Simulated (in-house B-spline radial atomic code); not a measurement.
# Functionals against ionisation energies along an isoelectronic series: Mg to Ar⁶⁺

Ionisation energies as differences of self-consistent total energies from a B-spline radial code for spherical atoms: all electrons, radial basis limit, scalar-relativistic (one-electron X2C), spin-polarised at highest spin, spherical densities; exact exchange is averaged over the determinants of each configuration. No spin-orbit coupling, Breit or QED terms. NIST's values run from ground level to ground level, so in open shells the differences also hold multiplet and fine-structure energies that spherical high-spin averages miss. Columns give computed minus NIST, in eV; a star marks a semi-empirical value. Species are left out where the tabulated value is theory, is uncertain by more than 0.12 eV, or (13 ions, such as In⁴⁺, Te⁴⁺ and Bi⁴⁺) lies off its series for all methods alike, which flatters the means a little.

```tsv
species	shell	NIST (eV)	LDA exchange-only	HSE06	BHandHLYP	B97-1
Mg	3s	7.65	-1.15	-0.10	-0.09	+0.08
Al⁺	3s	18.83	?	?	?	?
Si²⁺	3s	33.49	-1.52	-0.17	-0.14	+0.09
P³⁺	3s	51.44	-1.65	-0.20	-0.19	+0.08
S⁴⁺	3s	72.59	-1.77	-0.22	-0.23	+0.08
Cl⁵⁺	3s	96.94 ± 0.04*	-1.92	-0.28	-0.32	+0.03
Ar⁶⁺	3s	124.41 ± 0.06*	-2.06	-0.32	-0.40	0.00
```

Task: What are the differences for Al⁺ ([Ne] 3s2)?

Result: LDA exchange-only -1.36; HSE06 -0.14; BHandHLYP -0.11; B97-1 +0.09 eV.

Task: How do the methods rank, and which species is hardest?

Result: Mean absolute (signed) differences: B97-1 0.07 (+0.06) eV; HSE06 0.21 (-0.21) eV; BHandHLYP 0.21 (-0.21) eV; LDA exchange-only 1.63 (-1.63) eV. For Al⁺, which loses a 3s electron, the nearest method is off by +0.09 eV, the largest such miss.
